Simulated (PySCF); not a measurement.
Geometries of 2 isomers of C3H2N (doublet state), from PySCF 2.14.0, PBE0-D3(BJ)/def2-SVP geometry optimisation, gas phase. One conformer each, no zero-point energy, no frequencies.

Question: Which is lower in electronic energy at this level?
A.
```xyz
6
angstrom
C     -1.193   -0.216    0.493
C     -0.214    0.499   -0.033
C      1.050   -0.070   -0.390
N      2.074   -0.533   -0.678
H     -1.373   -1.251    0.785
H     -0.338    1.575   -0.219
```
B.
```xyz
6
angstrom
C     -1.099    0.081    0.102
C      0.203   -0.013    0.125
C      1.537   -0.111    0.149
N      2.715   -0.198    0.170
H     -1.605    1.001   -0.222
H     -1.744   -0.756    0.406
```

Answer: B. That is `N#C[C]=C` [radical], 9.8 kcal/mol below the other.

| SMILES | atoms numbered as above | E (Eh) | relative (kcal/mol) | relative (kJ/mol) | dipole (D) | ⟨S²⟩ |
| --- | --- | --- | --- | --- | --- | --- |
| C=[C]C#N | [CH2:1]=[C:2][C:3]#[N:4] | -169.82696 | 0.0 | 0.0 | 3.80 | 0.789 |
| [H]/[C]=C\C#N | [H]/[C:1]=[CH:2]\[C:3]#[N:4] | -169.81127 | 9.8 | 41.2 | 3.14 | 0.773 |
